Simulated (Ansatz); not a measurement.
Saddle point of CH8OSi, closed shell (CH₆OSi ([CH3][SiH2][OH]) + H₂ → CH₆Si ([CH3][SiH3]) + H₂O; bonds formed: Si1–H7, O2–H6; bonds broken: Si1–O2, H6–H7), PBE0-D4/def2-TZVP structure:

```
11
angstrom
Si -0.5518 0.0448 -0.0776
O -0.2193 -1.4837 0.9889
H -1.6093 0.0420 -1.1272
H -1.3240 0.6054 1.0948
C 0.8653 1.2409 -0.2886
H 0.0853 -1.7880 -0.0293
H 0.2510 -1.1955 -1.0258
H -0.9784 -1.9100 1.4082
H 1.3089 1.1685 -1.2823
H 0.5298 2.2649 -0.1072
H 1.6423 1.0108 0.4459
```

Energies are electronic, without zero-point energy. Barriers and step energies count from the start structure reached by relaxing down the imaginary mode; all methods use the PBE0-D4 structures, on which another method's saddle can fall below an end. Ansatz 0.2.0; basis: def2-TZVPP, with def2-QZVPP for the basis limit; cores frozen in the correlated methods. B3LYP uses VWN-RPA correlation. Extrapolation: Hartree–Fock as exp(−7.88 √X), correlation as X^−2.97.

```json
{"method": "SPW92", "barrier (eV)": "1.681", "step energy (eV)": "0.577"}
{"method": "PBE-D4", "barrier (eV)": "2.057", "step energy (eV)": "0.593"}
{"method": "BLYP-D4", "barrier (eV)": "2.315", "step energy (eV)": "0.682"}
{"method": "r2SCAN-D4", "barrier (eV)": "2.253", "step energy (eV)": "0.693"}
{"method": "B97M-V", "barrier (eV)": "2.300", "step energy (eV)": "0.659"}
{"method": "PBE0-D4", "barrier (eV)": "?", "step energy (eV)": "0.600"}
{"method": "B3LYP-D4", "barrier (eV)": "2.411", "step energy (eV)": "0.678"}
{"method": "r2SCAN0-D4", "barrier (eV)": "2.341", "step energy (eV)": "0.677"}
{"method": "BHLYP-D4", "barrier (eV)": "2.593", "step energy (eV)": "0.691"}
{"method": "CAM-B3LYP-D4", "barrier (eV)": "2.426", "step energy (eV)": "0.687"}
{"method": "wB97X-V", "barrier (eV)": "2.409", "step energy (eV)": "0.656"}
{"method": "wB97M-V", "barrier (eV)": "?", "step energy (eV)": "0.665"}
{"method": "B2PLYP", "barrier (eV)": "2.477", "step energy (eV)": "0.693"}
{"method": "PBE-QIDH", "barrier (eV)": "2.378", "step energy (eV)": "0.654"}
{"method": "RPA on PBE", "barrier (eV)": "2.477", "step energy (eV)": "0.641"}
{"method": "HF", "barrier (eV)": "?", "step energy (eV)": "0.685"}
{"method": "MP2", "barrier (eV)": "2.479", "step energy (eV)": "0.722"}
{"method": "CCSD", "barrier (eV)": "2.558", "step energy (eV)": "0.645"}
{"method": "CCSD(T)", "barrier (eV)": "2.472", "step energy (eV)": "0.653"}
```

Question: Fill in the withheld barriers. (Judge from chemistry; the value comes from the calculation.)

Answer: The calculation gives: HF 3.076; PBE0-D4 2.213; wB97M-V 2.364 eV. Each is the energy of the saddle less that of the start structure, by the same method.

For comparison, the barrier by CCSD(T) at an estimated basis limit (MP2 extrapolated from triple and quadruple zeta, plus CCSD(T) − MP2 in triple zeta) is 2.475 eV.

The T1 diagnostic stays at or below 0.012.

Labels in which every atom is bracketed show which atoms are joined, not bond orders.

For scale, one of the runs: CCSD(T)/def2-TZVPP, 216 basis functions, launched by `ansatz run in.yaml --threads 4 --pin off --events-out ev --progress --plain --max-ram 9574MiB`. Hardware: 4 CPU threads of an Intel Xeon, shared host. Wall time 62 s; peak host memory 3.1 GiB.
